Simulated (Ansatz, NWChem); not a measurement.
## How basis sets differ on C2H2F2 (vinylidene fluoride)

C2H2F2 has 6 atoms, charge 0, and is taken as a singlet. As SMILES, `C=C(F)F`. The coordinates come from a PBE0-D4/def2-TZVP relaxation.

Each level gives the vertical ionisation energy (to the doublet cation) (eV). The values are calculated.

```json
{"level": "PBE0/6-311G**", "kind": "global hybrid", "program": "NWChem", "value (eV)": "10.38"}
{"level": "PBE0/6-31G", "kind": "global hybrid", "program": "NWChem", "value (eV)": "10.53"}
{"level": "PBE0/6-31G* (spherical functions)", "kind": "global hybrid", "program": "NWChem", "value (eV)": "10.16"}
{"level": "PBE0/6-31G** (spherical functions)", "kind": "global hybrid", "program": "NWChem", "value (eV)": "10.16"}
{"level": "PBE0/STO-3G", "kind": "global hybrid", "program": "NWChem", "value (eV)": "7.93"}
{"level": "PBE0/3-21G", "kind": "global hybrid", "program": "NWChem", "value (eV)": "10.35"}
{"level": "PBE0/aug-cc-pVDZ", "kind": "global hybrid", "program": "Ansatz", "value (eV)": "10.41"}
{"level": "PBE0/6-311G(2df,2pd)", "kind": "global hybrid", "program": "NWChem", "value (eV)": "10.32"}
```

The values span 7.93 to 10.53 eV. Without the sets that lack polarisation functions the rows with a basis span only 10.16 to 10.41 eV.
